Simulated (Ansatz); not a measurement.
Bulk modulus B0 (GPa) of solids drawn from the class of tetrahedrally bonded semiconductors and semimetals, at two levels: PBE (PAW; Ansatz, a first-principles code), and LDA (PAW; Ansatz).

```csv
solid,PBE,LDA
zinc-blende HgTe,34.2,47.5
zinc-blende ZnSe,56.7,71.6
zinc-blende CuCl,48.7,?
wurtzite CdS,53.2,67.8
zinc-blende InP,59.5,71.2
zinc-blende AlN (metastable phase),193,210
2H-SiC,214,?
zinc-blende CdS (metastable phase),53.4,68.0
```

Estimate the withheld LDA values from the other rows.

One way: carry over the typical ratio. The ratios LDA / PBE of the other rows, in order: 1.088, 1.197, 1.263, 1.273, 1.274, 1.389; median 1.2680. Zinc-blende CuCl: 48.7 × 1.2680 = 61.8 GPa; the run gives 74.4 GPa. 2H-SiC: 214 × 1.2680 = 271 GPa; the run gives 231 GPa. The ratios spread from 1.088 to 1.389, so such an estimate is rough. Zinc-blende CuCl lies outside that spread. 2H-SiC lies outside that spread.

Over all 8 rows LDA is the larger in 8.

Ansatz's runs of these crystals have no spin polarisation.

Spin–orbit coupling is left out, also for the solids with elements from indium on (zinc-blende HgTe, zinc-blende InP); its size isn't shown.

Each level is taken at its own relaxed cell. Ansatz's density-functional and Hartree–Fock values are scalar-relativistic unless marked +SOC, with PAW data made under PBE.
